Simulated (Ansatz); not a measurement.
Hexafluoroethane, relaxed with RKS PBE0-D4/def2-TZVP in Ansatz from a PBE-D4/def2-SVP geometry. The force threshold is 0.005 eV/Å; the program also tests the step.

Total charge 0; spin multiplicity 1.

Start:

```xyz
8

F    -0.291    0.669   -1.607
C    -0.464    0.557   -0.281
F    -0.169    1.730    0.300
F    -1.746    0.252   -0.029
C     0.464   -0.557    0.281
F     1.746   -0.250    0.033
F     0.288   -0.671    1.606
F     0.172   -1.729   -0.303
```

```json
{"step": "1", "energy (eV)": "-18365.9585", "largest force (eV/Å)": "0.801", "largest move (Å)": "0.000"}
{"step": "2", "energy (eV)": "-18365.9970", "largest force (eV/Å)": "0.306", "largest move (Å)": "0.012"}
{"step": "3", "energy (eV)": "-18366.0032", "largest force (eV/Å)": "0.012", "largest move (Å)": "0.006"}
{"step": "4", "energy (eV)": "-18366.0032", "largest force (eV/Å)": "0.004", "largest move (Å)": "0.001"}
```

End:

```xyz
8

F    -0.290    0.666   -1.589
C    -0.462    0.555   -0.280
F    -0.172    1.713    0.295
F    -1.728    0.253   -0.032
C     0.462   -0.555    0.280
F     1.728   -0.252    0.033
F     0.289   -0.667    1.589
F     0.173   -1.713   -0.296
```

Hardware: 2 threads of an AMD EPYC 7R13 on a shared host and a share of an NVIDIA H100 80 GB. Wall time 19 s, peak host memory 0.86 GiB.
